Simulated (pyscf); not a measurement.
Thermochemistry of product channels of `[CH3][Al]([CH3])[F]` + `[FH]` on the singlet surface, in eV, from CCSD(T)/def2-TZVPP + ΔMP2(QZVPP) energies (ideal gas, 1 atm, RRHO with modes under 100 cm⁻¹ raised to 100, one conformer, R ln 2 for chiral ones without a mode under 150 cm⁻¹). PySCF, gas phase, ωB97X-D3(BJ)/def2-SVP geometries. Correlated levels are frozen-core, on RHF or UHF. ΔMP2 is the change of the MP2 total energy from the triple- to the quadruple-zeta basis.

```csv
products,ΔE,ΔH(298 K),ΔG(298 K),ΔG(900 K)
`[CH3][F]` + `[CH3][AlH][F]`,+1.07,+1.06,+1.05,+1.09
`[CH4]` + `[CH3][Al]([F])[F]`,-1.99,-1.94,-1.91,-1.79
```

These are energies of the channels, which say nothing of barriers. The CCSD(T) − MP2 part came from Ansatz, without density fitting, on the same reference.
